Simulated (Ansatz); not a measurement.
## What a trial cell of Zn relaxes into

All numbers below come from DFT r2SCAN, scalar-relativistic, plane waves, PAW (Ansatz 0.2.0). Cutoff 500 eV, Γ-centred k mesh, Gaussian smearing, no spin polarisation in the final step.

A relaxed cell is given with its space group left out.

```xyz
1
Lattice="2.5256 0.0000 0.0000 -1.2628 2.1872 0.0000 0.0000 0.0000 3.0583" Properties=species:S:1:pos:R:3 pbc="T T T"
Zn    0.0000    0.0000    0.0000
```

Energies count from the standard state of Zn at the same level.

(1) What space group does it have?

(2) How far above the standard state of Zn does it lie?

(3) Is it a metal?

Answers

(1) P6/mmm (No. 191). Conventional cell: a = 2.526 Å, c = 3.058 Å. Zn has 6 Zn at 2.53 Å and 2 Zn at 3.06 Å.

(2) 0.12 eV/atom.

(3) Yes, bands cross the Fermi level on the 24×24×18 mesh.

The final run used a 24×24×18 mesh on its 1-atom cell and 0.10 eV smearing. The k mesh leaves about 4 meV/atom of noise in metals. The cell came from a trial start, so Zn may not exist in this structure.